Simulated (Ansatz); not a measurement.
The input, for Ansatz 0.2.0:

```yaml
crystal:
  periodic: [false, false, false]
  atoms:
    - {symbol: B, position_ang: [-0.003638, -0.125492, 0.005101]}
    - {symbol: H, position_ang: [-0.004471, 0.643348, -0.975128]}
    - {symbol: H, position_ang: [0.043493, 0.702658, 0.920411]}
basis:
  gaussian: {orbitals: STO-3G}
total_charge: -1
magnetization: {spin_polarized: true, initial_magnetization: 0}
correlation: {method: ccsdt_q_b, electrons: valence}
```

```sh
$ ansatz run in.yaml --threads 1 --pin off --events-out ev --progress --plain --max-ram 2393MiB
```

Output:

```
92 factors; integrals over basis functions are off by at most 1.9e-8 eV
mean field evaluation 1: about -684.0427 eV, gradient 5.7e0 eV
mean field evaluation 2: about -684.0611 eV, gradient 5.6e0 eV
mean field evaluation 4: about -684.4540 eV, gradient 2.5e-1 eV
mean field evaluation 8: about -684.4543 eV, gradient 5.4e-7 eV
mean field evaluation 16: about -685.0321 eV, gradient 3.4e-3 eV
mean field evaluation 32: about -684.0427 eV, gradient 5.7e0 eV
mean field evaluation 64: about -685.0293 eV, gradient 2.6e-1 eV
mean field evaluation 96: about -684.4543 eV, gradient 3.3e-7 eV
mean field evaluation 128: about -683.6055 eV, gradient 3.0e0 eV
mean field -685.03225704 eV, -25.1744711146 hartree, gradient 4.8e-7 eV, S^2 0.689978; 5 other end points of the search recorded, 0 dependent functions left out
determinant -685.03225704 eV, -25.1744711146 hartree, with singles and doubles -686.02178280 eV, -25.2108355157 hartree
determinant -683.71210803 eV, -25.1259565333 hartree, with singles and doubles -685.95499727 eV, -25.2083811926 hartree
determinant -685.03225704 eV, -25.1744711146 hartree, with singles and doubles -685.87962915 eV, -25.2056114652 hartree
determinant -683.71210803 eV, -25.1259565333 hartree, with singles and doubles -686.15681758 eV, -25.2157979523 hartree
1 core orbitals not correlated: weight in the atoms' cores, before any rotation towards them, 1.000 or more for the frozen orbitals, at most 0.000 for the correlated occupied ones
reference -683.71210803 eV, -25.1259565333 hartree; 3, 3 occupied and 3, 3 virtual orbitals, 92 factors
second order -0.72250186 eV of doubles, -0.00000000 eV of singles
cycle   1  -1.03116371 eV  change   -3.1e-1 eV  update   6.6e-2
...
cycle  16  -2.59724142 eV  change   -5.9e-6 eV  update   4.1e-7
cycle  17  -2.59723801 eV  change    3.4e-6 eV  update   2.5e-7
cycle  18  -2.59723917 eV  change   -1.2e-6 eV  update   9.0e-8
cycle  19  -2.59723847 eV  change    7.0e-7 eV  update   5.3e-8
cycle  20  -2.59723917 eV  change   -7.0e-7 eV  update   8.0e-8
cycle  21  -2.59723892 eV  change    2.5e-7 eV  update   3.7e-8
cycle  22  -2.59723869 eV  change    2.3e-7 eV  update   5.9e-8
cycle   1  -2.59723875 eV  update   5.5e-8
cycle   2  -2.59723886 eV  change   -1.1e-7 eV  update   3.8e-8
cycle   3  -2.59723902 eV  change   -1.7e-7 eV  update   2.5e-8
perturbative correction 0.00226428 eV, 0.0000832109 hartree
WARN: in the space of 6 natural orbitals, full CI finds another state of this spin 2.637 eV below this run's state, or below the method's energy where it doesn't find this run's state
WARN: the results are in doubt because among natural orbitals full CI differs from the method by +3.060 eV
Total energy: -686.30708277 eV, -25.2213200960 hartree
In doubt: among natural orbitals full CI differs from the method by +3.060 eV
```

Ran on 1 thread of Arm Neoverse V2, shared host: 0.93 s wall, 0.07 GiB peak host memory.
